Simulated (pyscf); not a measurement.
## Four-centre exchange: `[CH3][NH2]` + `[H][H]` → `[CH4]` + `[NH3]`

Gas phase, singlet surface, charge 0. Bonds broken: C1–N2, H8–H9. Bonds formed: C1–H8, N2–H9. Structures and frequencies: ωB97X-D3(BJ)/def2-SVP in PySCF.

Transition state (Å):

```xyz
9

C      0.3090     0.3664    -0.1640
N     -1.0133    -0.3821     0.9734
H      1.2109     0.6563     0.3774
H      0.0697     1.0756    -0.9586
H      0.4281    -0.6460    -0.6011
H     -0.9360    -1.3165     1.4063
H     -1.8830    -0.3249     0.4368
H     -0.4591     1.7248     0.8468
H     -1.0063     0.4508     1.5993
```

One imaginary mode, 1228i cm⁻¹; descent along it reached the two sides named.

```tsv
bond	change	reactant side (Å)	saddle	product side
C1–N2	breaks	1.456	1.898	3.6
H8–H9	breaks	0.765	1.578	3.6
C1–H8	forms	4.1	1.859	1.102
N2–H9	forms	2.492	1.042	1.021
```

Electronic energies relative to the separated reactants (kJ/mol):

| level | barrier | reaction energy | reverse barrier |
|---|---|---|---|
| ωB97X-D3(BJ)/def2-TZVP | 410.0 | -106.3 | 516.3 |
| PBE/def2-TZVP | 353.9 | -106.7 | 460.7 |
| r²SCAN/def2-TZVP | 381.3 | -109.2 | 490.5 |
| B3LYP-D3(BJ)/def2-TZVP | 381.5 | -107.6 | 489.1 |
| PBE0-D3(BJ)/def2-TZVP | 385.4 | -107.5 | 493.0 |
| M06-2X/def2-TZVP | 411.1 | -102.1 | 513.2 |
| ωB97M-D3(BJ)/def2-TZVP | 393.2 | -109.7 | 502.9 |
| HF/def2-TZVP | 480.2 | -116.6 | 596.8 |

With ωB97M-D3(BJ)/def2-TZVP energies and thermal terms (ideal gas, 1 atm, RRHO with modes under 100 cm⁻¹ raised to 100, one conformer, R ln 2 for chiral ones without a mode under 150 cm⁻¹), in kJ/mol:

| T (K) | ΔH‡ | ΔG‡ | ΔH | ΔG |
|---|---|---|---|---|
| 298 | 393.2 | 423.0 | -97.0 | -99.5 |
| 600 | 391.9 | 453.8 | -100.2 | -100.8 |
| 900 | 392.2 | 484.8 | -103.9 | -100.3 |
| 1200 | 393.3 | 515.4 | -107.1 | -98.7 |

From the product side, CH₃• + H• + NH₃ lies, by one bond made or cut, 32.6 kJ/mol under this saddle at ωB97M-D3(BJ)/def2-TZVP. The same reactants have a lower exit, to H₃C–NH₂ + H₂ (barrier +245.6 kJ/mol at ωB97M-D3(BJ)/def2-TZVP, against +393.2 kJ/mol here). This is the saddle that the search found; another between the same sides may lie lower.
